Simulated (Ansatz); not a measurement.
FHOSi: structure from calculated spectroscopic constants

These gas-phase data were calculated for one isomer of FHOSi at B3LYP-D3(BJ)/6-311G** (harmonic, unscaled wavenumbers; equilibrium rotational constants with average atomic masses):

```
rotational constants            : 26.27, 8.788, 6.585 GHz
all wavenumbers above 1500 cm⁻¹ : 3813
dipole moment                   : 0.81 D (PBE0/def2-TZVPD)
```

Candidates:

(1) `O[Si]F`, a singlet
(2) `O=[SiH]F`, a singlet

**Question.** Which candidate do the data belong to?

**Answer.** Candidate (1). The band at 3813 cm⁻¹ lies where the O–H stretch is expected; (2) has no mode between 3300 and 4000 cm⁻¹.

The same quantities for all candidates:

|  | rotational constants (GHz) | wavenumbers above 1500 cm⁻¹ | dipole (D) | E above the lowest, B3LYP-D3(BJ)/6-311G** (kcal/mol) |
| --- | --- | --- | --- | --- |
| (1) | 26.27, 8.788, 6.585 | 3813 | 0.81 | 0.0 |
| (2) | 45.56, 7.51, 6.447 | 2320 | 3.32 | 15.7 |

Harmonic stretches to hydrogen usually lie a few per cent above observed fundamentals. Each candidate is one conformer. Programs: Ansatz 0.2.0.
